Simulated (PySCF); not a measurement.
A simulated first-order isotropic EPR spectrum at 9.791 GHz has these lines.

| field (mT) | relative intensity |
| --- | --- |
| 346.54 | 1 |
| 348.14 | 1 |
| 348.49 | 2 |
| 350.09 | 2 |
| 350.44 | 1 |
| 352.04 | 1 |

Problem. Find the g value from the centre of the pattern.

Solution. The pattern is symmetric about 349.29 mT, so g = hν/(μB·B0) = 9791/(13.99624 × 349.29) = 2.0028, a shift of +0.4 × 10⁻³ from the free-electron value.

Problem. Take the pattern apart into splittings.

Solution. The first two lines at either end are about 1.60 mT apart, which is the smallest coupling, and their intensity ratio 1:1 counts the nuclei that share it. In full: a 1:2:1 triplet of 1.95 mT (55 MHz), from 2 nuclei of spin 1/2; a 1:1 doublet of 1.60 mT (45 MHz), from 1 nucleus of spin 1/2. Check: Σ 2nI·a is the distance from the first to the last line, 5.50 mT.

Problem. The radical has the formula C3H3. Propose a structure, and say which nuclei carry the couplings.

Solution. The pattern alone needn't single out one isomer; the structure behind this simulation is `C#C[CH2]` (propargyl), numbered [CH:1]#[C:2][CH2:3] (hydrogens: H4 on C1; H5, H6 on C3). 1.95 mT: 1H at H5/H6 (1 bond from C3; computed sign −); 1.60 mT: 1H at H4 (1 bond from C1; computed sign −). The largest Mulliken spin populations are on C3 (+0.80), C1 (+0.55) and C2 (-0.24). The positive populations add up to 1.35 and the negative ones to -0.35, together 2S = 1. The angles at C3 add up to 360.0°, so it is planar; its axial dipolar tensor and the negative couplings of its protons fit spin in a p orbital normal to that plane. Main spin sites, with 60 % or more of the largest population: C1, C3; positions count bonds from the nearest.

The calculation used UKS B3LYP, IGLO-III on C, pcH-1 on H, non-relativistic, mean-field spin-orbit, GIAO (PySCF). Geometry: PBE0-D3(BJ)/def2-SVP; no solvent, vibrations or thermal averaging. No stability test was run, so a lower SCF solution isn't excluded.

Rare isotopes and splittings under 0.04 mT were left out of the simulation.

Hardware: one thread of an x86-64 server, on a shared host. Cost: 5.1 s.
